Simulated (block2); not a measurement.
# AlH2Cl (SMILES [H][Al]([H])[Cl]): a chain of runs, part 2 of 3

block2 0.5.4. The steps go on from the part before.

### 3 The energy at DMRG/ANO-RCC-MB (start occupation bias 0.2) (run 3)

job.py reads:

```python
import numpy as np
from pyscf import gto, scf
from pyblock2._pyscf.ao2mo import integrals as itg
from pyblock2.driver.core import DMRGDriver, SymmetryTypes

mol = gto.M(atom="""
Al
H 1 1.537548
H 1 1.53764 2 116.13266
Cl 1 2.013511 2 121.93353 3 -179.71881
""", basis="ano-rcc-mb", charge=0, verbose=3)
print("nao                      = %d" % (mol.nao))
mf = scf.RHF(mol)
mf.conv_tol = 1e-10
mf.max_cycle = 200
mf.kernel()
if not mf.converged:
    mf = mf.newton().run(mf.mo_coeff, mf.mo_occ)
print("reference energy         = %.10f" % (mf.e_tot))
ncas, n_elec, spin, ecore, h1e, g2e, orb_sym = itg.get_rhf_integrals(mf, ncore=10, ncas=10, pg_symm=False, g2e_symm=1)
dmrg = DMRGDriver(scratch="./tmp", symm_type=SymmetryTypes.SU2, stack_mem=1500 << 20, n_threads=1)
idx = dmrg.orbital_reordering(h1e, g2e, method="fiedler")
print("orbital order:", idx.tolist())
h1e = h1e[np.ix_(idx, idx)]
g2e = g2e[np.ix_(idx, idx, idx, idx)]
orb_sym = np.array(orb_sym)[idx]
dmrg.initialize_system(n_sites=ncas, n_elec=n_elec, spin=spin, orb_sym=orb_sym)
mpo = dmrg.get_qc_mpo(h1e=h1e, g2e=g2e, ecore=ecore, iprint=0)
occs = np.array([1.8] * 6 + [0.2] * 4)[idx]
psi = dmrg.get_random_mps(tag="GS", bond_dim=10, nroots=1, occs=occs)
bond_dims = [10] * 3 + [20] * 4
noises = [0.0001] * 3 + [1e-05] * 4 + [0]
thrds = [1e-08] * 7
e = dmrg.dmrg(mpo, psi, n_sweeps=13, tol=1e-07, bond_dims=bond_dims, noises=noises, thrds=thrds, iprint=2)
ms, dws, es = dmrg.get_dmrg_results()
print("DW                       = %.3e" % (dws[-1]))
print("E(final)                 = %.10f" % (e))
dm1 = dmrg.get_1pdm(psi)
print("natural occupations      =", np.round(np.linalg.eigvalsh(dm1)[::-1], 5).tolist())
c_act = mf.mo_coeff[:, 10:20][:, idx]
dm_ao = c_act @ dm1 @ c_act.T + 2 * mf.mo_coeff[:, :10] @ mf.mo_coeff[:, :10].T
print("dipole moment (debye)    =", np.round(scf.hf.dip_moment(mol, dm_ao, verbose=0), 4).tolist())
print(f"largest bipartite entropy = {max(dmrg.get_bipartite_entanglement(psi)):.4f}")
```

The run is started by

```
$ python job.py
```

The program printed:

```text
nao                      = 20
converged SCF energy = -702.059348626692
reference energy         = -702.0593486267
orbital order: [9, 8, 5, 2, 1, 3, 7, 0, 4, 6]
Environment initialization | Nsites =    10 | Center =     0
 INIT-R <-- Site =    7 ..  Bmem =   200 B Rmem =   112 B T = 0.00
 INIT-R <-- Site =    6 ..  Bmem = 2.87 KB Rmem = 1.08 KB T = 0.00
 INIT-R <-- Site =    5 ..  Bmem = 14.5 KB Rmem = 2.25 KB T = 0.00
 INIT-R <-- Site =    4 ..  Bmem = 30.1 KB Rmem = 4.42 KB T = 0.00
 INIT-R <-- Site =    3 ..  Bmem = 57.0 KB Rmem = 8.25 KB T = 0.00
 INIT-R <-- Site =    2 ..  Bmem = 56.2 KB Rmem = 8.02 KB T = 0.00
 INIT-R <-- Site =    1 ..  Bmem = 52.5 KB Rmem = 7.44 KB T = 0.00
 INIT-R <-- Site =    0 ..  Bmem = 48.9 KB Rmem = 5.21 KB T = 0.00
Time init sweep =        0.007 | MaxBmem = 57.0 KB | MaxRmem = 8.25 KB
 | Tread = 0.000 | Twrite = 0.000 | Tfpread = 0.000 | Tfpwrite = 0.000 | data = 36.8 KB | cpsd = 28.6 KB | Tasync = 0.000

Sweep =    0 | Direction =  forward | Bond dimension =   10 | Noise =  1.00e-04 | Dav threshold =  1.00e-08
 --> Site =    0-   1 .. Mmps =    2 Ndav =   9 E =   -702.0619433315 Error = 0.00e+00 FLOPS = 1.60e+07 Tdav = 0.00 T = 0.00
 --> Site =    1-   2 .. Mmps =    7 Ndav =   7 E =   -702.0657351939 Error = 0.00e+00 FLOPS = 3.03e+08 Tdav = 0.00 T = 0.00
 --> Site =    2-   3 .. Mmps =   10 Ndav =   7 E =   -702.0693395284 Error = 2.91e-05 FLOPS = 6.26e+08 Tdav = 0.00 T = 0.00
 --> Site =    3-   4 .. Mmps =   10 Ndav =   7 E =   -702.0708936362 Error = 6.44e-06 FLOPS = 5.34e+08 Tdav = 0.00 T = 0.00
 --> Site =    4-   5 .. Mmps =   10 Ndav =   6 E =   -702.0725951316 Error = 6.02e-06 FLOPS = 5.10e+08 Tdav = 0.00 T = 0.01
 --> Site =    5-   6 .. Mmps =   10 Ndav =   7 E =   -702.0809466222 Error = 3.20e-06 FLOPS = 6.08e+08 Tdav = 0.00 T = 0.01
 --> Site =    6-   7 .. Mmps =   10 Ndav =   6 E =   -702.0833374364 Error = 7.84e-07 FLOPS = 4.04e+08 Tdav = 0.00 T = 0.00
 --> Site =    7-   8 .. Mmps =   10 Ndav =   4 E =   -702.0836229797 Error = 2.65e-08 FLOPS = 2.24e+08 Tdav = 0.00 T = 0.00
 --> Site =    8-   9 .. Mmps =   10 Ndav =   5 E =   -702.0849481226 Error = 3.05e-16 FLOPS = 5.97e+07 Tdav = 0.00 T = 0.00
Time elapsed =      0.037 | E =    -702.0849481226 | DW = 2.91366e-05
Time sweep =        0.037 | 1.85 MFLOP/SWP
 | Dmem = 17.3 KB (10%) | Imem = 24.7 KB (96%) | Hmem = 226 KB | Wmem = 904 B | Pmem = 5.37 KB
 | Tread = 0.000 | Twrite = 0.001 | Tfpread = 0.000 | Tfpwrite = 0.000 | Tmporead = 0.000
 | data = 62.1 KB | cpsd = 49.4 KB | Tasync = 0.000
 | Trot = 0.001 | Tctr = 0.000 | Tint = 0.000 | Tmid = 0.000 | Tdctr = 0.000 | Tdiag = 0.001 | Tinfo = 0.002
 | Teff = 0.017 | Tprt = 0.001 | Teig = 0.004 | Tblk = 0.032 | Tmve = 0.004 | Tdm = 0.000 | Tsplt = 0.000 | Tsvd = 0.000 | Torth = 0.000

Sweep =    1 | Direction = backward | Bond dimension =   10 | Noise =  1.00e-04 | Dav threshold =  1.00e-08
 <-- Site =    8-   9 .. Mmps =    3 Ndav =   1 E =   -702.0849481226 Error = 0.00e+00 FLOPS = 4.59e+07 Tdav = 0.00 T = 0.00
 <-- Site =    7-   8 .. Mmps =   10 Ndav =   4 E =   -702.0849801502 Error = 0.00e+00 FLOPS = 3.12e+08 Tdav = 0.00 T = 0.00
 <-- Site =    6-   7 .. Mmps =   10 Ndav =   5 E =   -702.0851919911 Error = 2.04e-05 FLOPS = 6.80e+08 Tdav = 0.00 T = 0.00
 <-- Site =    5-   6 .. Mmps =   10 Ndav =   6 E =   -702.0854185014 Error = 7.09e-05 FLOPS = 7.58e+08 Tdav = 0.00 T = 0.01
 <-- Site =    4-   5 .. Mmps =   10 Ndav =   6 E =   -702.0883258588 Error = 8.86e-05 FLOPS = 7.79e+08 Tdav = 0.00 T = 0.01
 <-- Site =    3-   4 .. Mmps =   10 Ndav =   5 E =   -702.0884155607 Error = 4.67e-06 FLOPS = 6.39e+08 Tdav = 0.00 T = 0.01
 <-- Site =    2-   3 .. Mmps =   10 Ndav =   5 E =   -702.0934495465 Error = 6.71e-04 FLOPS = 4.58e+08 Tdav = 0.00 T = 0.01
 <-- Site =    1-   2 .. Mmps =   10 Ndav =   3 E =   -702.0928075413 Error = 2.74e-07 FLOPS = 1.63e+08 Tdav = 0.00 T = 0.00
 <-- Site =    0-   1 .. Mmps =   10 Ndav =   4 E =   -702.0974271773 Error = 7.95e-16 FLOPS = 3.16e+07 Tdav = 0.00 T = 0.00
Time elapsed =      0.084 | E =    -702.0974271773 | DE = -1.25e-02 | DW = 6.70701e-04
Time sweep =        0.047 | 3.10 MFLOP/SWP
 | Dmem = 18.1 KB (14%) | Imem = 33.1 KB (97%) | Hmem = 337 KB | Wmem = 1.30 KB | Pmem = 9.98 KB
 | Tread = 0.000 | Twrite = 0.001 | Tfpread = 0.000 | Tfpwrite = 0.000 | Tmporead = 0.000
 | data = 60.8 KB | cpsd = 48.0 KB | Tasync = 0.000
 | Trot = 0.001 | Tctr = 0.000 | Tint = 0.000 | Tmid = 0.000 | Tdctr = 0.000 | Tdiag = 0.001 | Tinfo = 0.002
 | Teff = 0.023 | Tprt = 0.002 | Teig = 0.005 | Tblk = 0.042 | Tmve = 0.005 | Tdm = 0.000 | Tsplt = 0.000 | Tsvd = 0.000 | Torth = 0.000

Sweep =    2 | Direction =  forward | Bond dimension =   10 | Noise =  1.00e-04 | Dav threshold =  1.00e-08
 --> Site =    0-   1 .. Mmps =    3 Ndav =   1 E =   -702.0974271773 Error = 0.00e+00 FLOPS = 3.26e+07 Tdav = 0.00 T = 0.00
 --> Site =    1-   2 .. Mmps =   10 Ndav =   5 E =   -702.0976694449 Error = 0.00e+00 FLOPS = 2.34e+08 Tdav = 0.00 T = 0.00
 --> Site =    2-   3 .. Mmps =   10 Ndav =   5 E =   -702.0985553789 Error = 7.36e-04 FLOPS = 6.24e+08 Tdav = 0.00 T = 0.01
 --> Site =    3-   4 .. Mmps =   10 Ndav =   5 E =   -702.1013620707 Error = 3.56e-05 FLOPS = 7.05e+08 Tdav = 0.00 T = 0.01
 --> Site =    4-   5 .. Mmps =   10 Ndav =   5 E =   -702.1016749684 Error = 1.45e-04 FLOPS = 8.09e+08 Tdav = 0.00 T = 0.01
 --> Site =    5-   6 .. Mmps =   10 Ndav =   5 E =   -702.1015953755 Error = 7.20e-05 FLOPS = 5.90e+08 Tdav = 0.00 T = 0.01
 --> Site =    6-   7 .. Mmps =   10 Ndav =   4 E =   -702.1015337074 Error = 2.08e-05 FLOPS = 6.51e+08 Tdav = 0.00 T = 0.01
 --> Site =    7-   8 .. Mmps =   10 Ndav =   2 E =   -702.1015264450 Error = 5.15e-08 FLOPS = 1.57e+08 Tdav = 0.00 T = 0.00
 --> Site =    8-   9 .. Mmps =   10 Ndav =   1 E =   -702.1015264240 Error = 7.24e-13 FLOPS = 2.51e+07 Tdav = 0.00 T = 0.00
Time elapsed =      0.134 | E =    -702.1016749684 | DE = -4.25e-03 | DW = 7.36338e-04
Time sweep =        0.050 | 2.78 MFLOP/SWP
 | Dmem = 16.4 KB (16%) | Imem = 35.2 KB (97%) | Hmem = 318 KB | Wmem = 1.37 KB | Pmem = 9.41 KB
 | Tread = 0.000 | Twrite = 0.001 | Tfpread = 0.000 | Tfpwrite = 0.000 | Tmporead = 0.000
 | data = 58.9 KB | cpsd = 47.1 KB | Tasync = 0.000
 | Trot = 0.001 | Tctr = 0.000 | Tint = 0.000 | Tmid = 0.000 | Tdctr = 0.001 | Tdiag = 0.001 | Tinfo = 0.003
 | Teff = 0.024 | Tprt = 0.002 | Teig = 0.005 | Tblk = 0.044 | Tmve = 0.006 | Tdm = 0.000 | Tsplt = 0.000 | Tsvd = 0.000 | Torth = 0.000

Sweep =    3 | Direction = backward | Bond dimension =   20 | Noise =  1.00e-05 | Dav threshold =  1.00e-08
 <-- Site =    8-   9 .. Mmps =    3 Ndav =   1 E =   -702.1015264240 Error = 0.00e+00 FLOPS = 2.58e+07 Tdav = 0.00 T = 0.00
 <-- Site =    7-   8 .. Mmps =   10 Ndav =   2 E =   -702.1015264461 Error = 0.00e+00 FLOPS = 1.38e+08 Tdav = 0.00 T = 0.00
 <-- Site =    6-   7 .. Mmps =   20 Ndav =   4 E =   -702.1015337077 Error = 3.96e-08 FLOPS = 6.36e+08 Tdav = 0.00 T = 0.01
 <-- Site =    5-   6 .. Mmps =   20 Ndav =   5 E =   -702.1016062286 Error = 4.40e-06 FLOPS = 1.04e+09 Tdav = 0.00 T = 0.01
 <-- Site =    4-   5 .. Mmps =   20 Ndav =   5 E =   -702.1018388150 Error = 4.47e-06 FLOPS = 1.13e+09 Tdav = 0.00 T = 0.02
 <-- Site =    3-   4 .. Mmps =   20 Ndav =   4 E =   -702.1018755076 Error = 1.79e-07 FLOPS = 1.24e+09 Tdav = 0.00 T = 0.01
 <-- Site =    2-   3 .. Mmps =   20 Ndav =   6 E =   -702.1040190921 Error = 3.00e-05 FLOPS = 1.59e+09 Tdav = 0.00 T = 0.01
 <-- Site =    1-   2 .. Mmps =   20 Ndav =   3 E =   -702.1039502058 Error = 9.96e-09 FLOPS = 5.78e+08 Tdav = 0.00 T = 0.00
 <-- Site =    0-   1 .. Mmps =   17 Ndav =   1 E =   -702.1039502058 Error = 1.19e-24 FLOPS = 6.82e+07 Tdav = 0.00 T = 0.00
Time elapsed =      0.194 | E =    -702.1040190921 | DE = -2.34e-03 | DW = 2.99923e-05
Time sweep =        0.061 | 7.45 MFLOP/SWP
 | Dmem = 56.6 KB (9%) | Imem = 41.5 KB (96%) | Hmem = 681 KB | Wmem = 2.62 KB | Pmem = 19.3 KB
 | Tread = 0.000 | Twrite = 0.001 | Tfpread = 0.000 | Tfpwrite = 0.000 | Tmporead = 0.000
 | data = 209 KB | cpsd = 162 KB | Tasync = 0.000
 | Trot = 0.002 | Tctr = 0.000 | Tint = 0.000 | Tmid = 0.000 | Tdctr = 0.000 | Tdiag = 0.001 | Tinfo = 0.002
 | Teff = 0.033 | Tprt = 0.003 | Teig = 0.007 | Tblk = 0.054 | Tmve = 0.006 | Tdm = 0.000 | Tsplt = 0.001 | Tsvd = 0.000 | Torth = 0.000

Sweep =    4 | Direction =  forward | Bond dimension =   20 | Noise =  1.00e-05 | Dav threshold =  1.00e-08
 --> Site =    0-   1 .. Mmps =    3 Ndav =   1 E =   -702.1039502058 Error = 0.00e+00 FLOPS = 9.66e+07 Tdav = 0.00 T = 0.00
 --> Site =    1-   2 .. Mmps =   10 Ndav =   1 E =   -702.1039502058 Error = 0.00e+00 FLOPS = 3.88e+08 Tdav = 0.00 T = 0.00
 --> Site =    2-   3 .. Mmps =   20 Ndav =   4 E =   -702.1040190887 Error = 2.86e-05 FLOPS = 1.48e+09 Tdav = 0.00 T = 0.01
 --> Site =    3-   4 .. Mmps =   20 Ndav =   5 E =   -702.1042801292 Error = 8.26e-06 FLOPS = 1.81e+09 Tdav = 0.00 T = 0.01
 --> Site =    4-   5 .. Mmps =   20 Ndav =   6 E =   -702.1044346627 Error = 1.86e-05 FLOPS = 1.86e+09 Tdav = 0.00 T = 0.02
 --> Site =    5-   6 .. Mmps =   20 Ndav =   5 E =   -702.1044477330 Error = 6.07e-06 FLOPS = 2.10e+09 Tdav = 0.00 T = 0.02
 --> Site =    6-   7 .. Mmps =   20 Ndav =   3 E =   -702.1044361150 Error = 1.42e-07 FLOPS = 9.06e+08 Tdav = 0.00 T = 0.01
 --> Site =    7-   8 .. Mmps =   20 Ndav =   2 E =   -702.1044357997 Error = 6.50e-10 FLOPS = 4.37e+08 Tdav = 0.00 T = 0.00
 --> Site =    8-   9 .. Mmps =   13 Ndav =   1 E =   -702.1044357995 Error = 6.58e-22 FLOPS = 8.04e+07 Tdav = 0.00 T = 0.00
Time elapsed =      0.267 | E =    -702.1044477330 | DE = -4.29e-04 | DW = 2.85642e-05
Time sweep =        0.073 | 17.8 MFLOP/SWP
 | Dmem = 62.2 KB (14%) | Imem = 49.3 KB (96%) | Hmem = 1.08 MB | Wmem = 4.66 KB | Pmem = 36.7 KB
 | Tread = 0.001 | Twrite = 0.001 | Tfpread = 0.000 | Tfpwrite = 0.000 | Tmporead = 0.000
 | data = 204 KB | cpsd = 160 KB | Tasync = 0.000
 | Trot = 0.002 | Tctr = 0.000 | Tint = 0.000 | Tmid = 0.000 | Tdctr = 0.001 | Tdiag = 0.001 | Tinfo = 0.003
 | Teff = 0.041 | Tprt = 0.002 | Teig = 0.011 | Tblk = 0.065 | Tmve = 0.007 | Tdm = 0.000 | Tsplt = 0.001 | Tsvd = 0.000 | Torth = 0.000

Sweep =    5 | Direction = backward | Bond dimension =   20 | Noise =  1.00e-05 | Dav threshold =  1.00e-08
 <-- Site =    8-   9 .. Mmps =    3 Ndav =   1 E =   -702.1044357995 Error = 0.00e+00 FLOPS = 1.19e+08 Tdav = 0.00 T = 0.00
 <-- Site =    7-   8 .. Mmps =   10 Ndav =   1 E =   -702.1044357995 Error = 0.00e+00 FLOPS = 3.73e+08 Tdav = 0.00 T = 0.00
 <-- Site =    6-   7 .. Mmps =   20 Ndav =   3 E =   -702.1044361152 Error = 7.34e-08 FLOPS = 9.15e+08 Tdav = 0.00 T = 0.01
 <-- Site =    5-   6 .. Mmps =   20 Ndav =   4 E =   -702.1044476577 Error = 8.22e-06 FLOPS = 1.96e+09 Tdav = 0.00 T = 0.02
 <-- Site =    4-   5 .. Mmps =   20 Ndav =   4 E =   -702.1044723812 Error = 1.81e-05 FLOPS = 1.87e+09 Tdav = 0.00 T = 0.02
 <-- Site =    3-   4 .. Mmps =   20 Ndav =   4 E =   -702.1044445215 Error = 5.29e-06 FLOPS = 1.64e+09 Tdav = 0.00 T = 0.01
 <-- Site =    2-   3 .. Mmps =   20 Ndav =   5 E =   -702.1045710375 Error = 5.28e-05 FLOPS = 1.25e+09 Tdav = 0.00 T = 0.01
 <-- Site =    1-   2 .. Mmps =   20 Ndav =   3 E =   -702.1044485828 Error = 1.16e-08 FLOPS = 7.56e+08 Tdav = 0.00 T = 0.00
 <-- Site =    0-   1 .. Mmps =   15 Ndav =   1 E =   -702.1044485828 Error = 6.08e-24 FLOPS = 1.20e+08 Tdav = 0.00 T = 0.00
Time elapsed =      0.337 | E =    -702.1045710375 | DE = -1.23e-04 | DW = 5.28333e-05
Time sweep =        0.070 | 13.5 MFLOP/SWP
 | Dmem = 61.9 KB (14%) | Imem = 46.5 KB (96%) | Hmem = 1.06 MB | Wmem = 4.50 KB | Pmem = 36.0 KB
 | Tread = 0.000 | Twrite = 0.001 | Tfpread = 0.000 | Tfpwrite = 0.000 | Tmporead = 0.000
 | data = 205 KB | cpsd = 159 KB | Tasync = 0.000
 | Trot = 0.002 | Tctr = 0.000 | Tint = 0.000 | Tmid = 0.000 | Tdctr = 0.000 | Tdiag = 0.001 | Tinfo = 0.002
 | Teff = 0.041 | Tprt = 0.003 | Teig = 0.009 | Tblk = 0.064 | Tmve = 0.006 | Tdm = 0.000 | Tsplt = 0.001 | Tsvd = 0.000 | Torth = 0.000

Sweep =    6 | Direction =  forward | Bond dimension =   20 | Noise =  1.00e-05 | Dav threshold =  1.00e-08
 --> Site =    0-   1 .. Mmps =    3 Ndav =   1 E =   -702.1044485828 Error = 0.00e+00 FLOPS = 1.44e+08 Tdav = 0.00 T = 0.00
 --> Site =    1-   2 .. Mmps =   10 Ndav =   1 E =   -702.1044485828 Error = 0.00e+00 FLOPS = 5.06e+08 Tdav = 0.00 T = 0.00
 --> Site =    2-   3 .. Mmps =   20 Ndav =   5 E =   -702.1045710377 Error = 5.15e-05 FLOPS = 1.42e+09 Tdav = 0.00 T = 0.01
 --> Site =    3-   4 .. Mmps =   20 Ndav =   4 E =   -702.1044562350 Error = 8.79e-06 FLOPS = 1.95e+09 Tdav = 0.00 T = 0.01
 --> Site =    4-   5 .. Mmps =   20 Ndav =   4 E =   -702.1044857889 Error = 1.98e-05 FLOPS = 1.69e+09 Tdav = 0.00 T = 0.02
 --> Site =    5-   6 .. Mmps =   20 Ndav =   4 E =   -702.1044607053 Error = 6.05e-06 FLOPS = 1.95e+09 Tdav = 0.00 T = 0.02
 --> Site =    6-   7 .. Mmps =   20 Ndav =   3 E =   -702.1044491446 Error = 1.41e-07 FLOPS = 9.69e+08 Tdav = 0.00 T = 0.01
 --> Site =    7-   8 .. Mmps =   20 Ndav =   2 E =   -702.1044488306 Error = 6.51e-10 FLOPS = 5.03e+08 Tdav = 0.00 T = 0.00
 --> Site =    8-   9 .. Mmps =   14 Ndav =   1 E =   -702.1044488305 Error = 3.15e-21 FLOPS = 1.09e+08 Tdav = 0.00 T = 0.00
Time elapsed =      0.407 | E =    -702.1045710377 | DE = -1.49e-10 | DW = 5.14722e-05
Time sweep =        0.069 | 13.4 MFLOP/SWP
 | Dmem = 61.9 KB (14%) | Imem = 46.5 KB (96%) | Hmem = 1.06 MB | Wmem = 4.50 KB | Pmem = 36.0 KB
 | Tread = 0.001 | Twrite = 0.001 | Tfpread = 0.000 | Tfpwrite = 0.000 | Tmporead = 0.000
 | data = 204 KB | cpsd = 160 KB | Tasync = 0.000
 | Trot = 0.002 | Tctr = 0.000 | Tint = 0.000 | Tmid = 0.000 | Tdctr = 0.001 | Tdiag = 0.001 | Tinfo = 0.003
 | Teff = 0.040 | Tprt = 0.002 | Teig = 0.008 | Tblk = 0.063 | Tmve = 0.006 | Tdm = 0.000 | Tsplt = 0.001 | Tsvd = 0.000 | Torth = 0.000

Sweep =    7 | Direction = backward | Bond dimension =   20 | Noise =  0.00e+00 | Dav threshold =  1.00e-08
 <-- Site =    8-   9 .. Mmps =    3 Ndav =   1 E =   -702.1044488305 Error = 0.00e+00 FLOPS = 1.48e+08 Tdav = 0.00 T = 0.00
 <-- Site =    7-   8 .. Mmps =   10 Ndav =   1 E =   -702.1044488305 Error = 0.00e+00 FLOPS = 3.79e+08 Tdav = 0.00 T = 0.00
 <-- Site =    6-   7 .. Mmps =   20 Ndav =   3 E =   -702.1044491448 Error = 1.26e-08 FLOPS = 1.01e+09 Tdav = 0.00 T = 0.01
 <-- Site =    5-   6 .. Mmps =   20 Ndav =   5 E =   -702.1044609419 Error = 4.83e-06 FLOPS = 2.10e+09 Tdav = 0.00 T = 0.02
 <-- Site =    4-   5 .. Mmps =   20 Ndav =   4 E =   -702.1044859572 Error = 1.82e-05 FLOPS = 1.80e+09 Tdav = 0.00 T = 0.02
 <-- Site =    3-   4 .. Mmps =   20 Ndav =   4 E =   -702.1044565057 Error = 3.54e-06 FLOPS = 1.89e+09 Tdav = 0.00 T = 0.01
 <-- Site =    2-   3 .. Mmps =   20 Ndav =   5 E =   -702.1045563129 Error = 4.46e-05 FLOPS = 1.43e+09 Tdav = 0.00 T = 0.01
 <-- Site =    1-   2 .. Mmps =   16 Ndav =   3 E =   -702.1044490683 Error = 1.98e-20 FLOPS = 6.82e+08 Tdav = 0.00 T = 0.00
 <-- Site =    0-   1 .. Mmps =   10 Ndav =   1 E =   -702.1044490683 Error = 2.38e-21 FLOPS = 6.89e+07 Tdav = 0.00 T = 0.00
Time elapsed =      0.475 | E =    -702.1045563129 | DE = 1.47e-05 | DW = 4.46127e-05
Time sweep =        0.068 | 14.7 MFLOP/SWP
 | Dmem = 62.2 KB (14%) | Imem = 46.5 KB (96%) | Hmem = 1.06 MB | Wmem = 4.66 KB | Pmem = 0 B
 | Tread = 0.000 | Twrite = 0.001 | Tfpread = 0.000 | Tfpwrite = 0.000 | Tmporead = 0.000
 | data = 200 KB | cpsd = 154 KB | Tasync = 0.000
 | Trot = 0.002 | Tctr = 0.000 | Tint = 0.000 | Tmid = 0.000 | Tdctr = 0.000 | Tdiag = 0.001 | Tinfo = 0.002
 | Teff = 0.040 | Tprt = 0.000 | Teig = 0.009 | Tblk = 0.062 | Tmve = 0.005 | Tdm = 0.000 | Tsplt = 0.001 | Tsvd = 0.000 | Torth = 0.000

Sweep =    8 | Direction =  forward | Bond dimension =   20 | Noise =  0.00e+00 | Dav threshold =  1.00e-08
 --> Site =    0-   1 .. Mmps =    3 Ndav =   1 E =   -702.1044490683 Error = 0.00e+00 FLOPS = 1.27e+08 Tdav = 0.00 T = 0.00
 --> Site =    1-   2 .. Mmps =   10 Ndav =   1 E =   -702.1044490683 Error = 0.00e+00 FLOPS = 5.07e+08 Tdav = 0.00 T = 0.00
 --> Site =    2-   3 .. Mmps =   20 Ndav =   5 E =   -702.1045563129 Error = 4.46e-05 FLOPS = 1.35e+09 Tdav = 0.00 T = 0.01
 --> Site =    3-   4 .. Mmps =   20 Ndav =   4 E =   -702.1044563961 Error = 3.42e-06 FLOPS = 1.91e+09 Tdav = 0.00 T = 0.01
 --> Site =    4-   5 .. Mmps =   20 Ndav =   4 E =   -702.1044860666 Error = 1.82e-05 FLOPS = 1.68e+09 Tdav = 0.00 T = 0.02
 --> Site =    5-   6 .. Mmps =   20 Ndav =   5 E =   -702.1044610574 Error = 4.82e-06 FLOPS = 2.09e+09 Tdav = 0.00 T = 0.02
 --> Site =    6-   7 .. Mmps =   20 Ndav =   3 E =   -702.1044493531 Error = 1.28e-08 FLOPS = 9.40e+08 Tdav = 0.00 T = 0.01
 --> Site =    7-   8 .. Mmps =   17 Ndav =   1 E =   -702.1044493247 Error = 1.30e-21 FLOPS = 3.07e+08 Tdav = 0.00 T = 0.00
 --> Site =    8-   9 .. Mmps =    6 Ndav =   1 E =   -702.1044493247 Error = 1.78e-22 FLOPS = 1.11e+08 Tdav = 0.00 T = 0.00
Time elapsed =      0.542 | E =    -702.1045563129 | DE = -1.47e-11 | DW = 4.46119e-05
Time sweep =        0.067 | 14.6 MFLOP/SWP
 | Dmem = 62.2 KB (14%) | Imem = 46.5 KB (96%) | Hmem = 1.06 MB | Wmem = 4.66 KB | Pmem = 0 B
 | Tread = 0.001 | Twrite = 0.001 | Tfpread = 0.000 | Tfpwrite = 0.000 | Tmporead = 0.000
 | data = 197 KB | cpsd = 153 KB | Tasync = 0.000
 | Trot = 0.002 | Tctr = 0.000 | Tint = 0.000 | Tmid = 0.000 | Tdctr = 0.001 | Tdiag = 0.001 | Tinfo = 0.003
 | Teff = 0.040 | Tprt = 0.000 | Teig = 0.009 | Tblk = 0.060 | Tmve = 0.006 | Tdm = 0.000 | Tsplt = 0.001 | Tsvd = 0.000 | Torth = 0.000

DW                       = 4.461e-05
E(final)                 = -702.1045563129
natural occupations      = [1.99954, 1.99728, 1.98872, 1.98759, 1.97464, 1.96599, 0.03685, 0.02242, 0.01477, 0.0122]
dipole moment (debye)    = [0.699, 0.0155, 1.1215]
largest bipartite entropy = 0.1762
```

Wall time 2.1 s (1 thread of AMD EPYC 9R45 (Zen 5), shared host); peak memory 0.25 GiB.

Runs 4 to 13 aren't shown in full; the table further down has their settings and results.

[end of part 2 of 3]
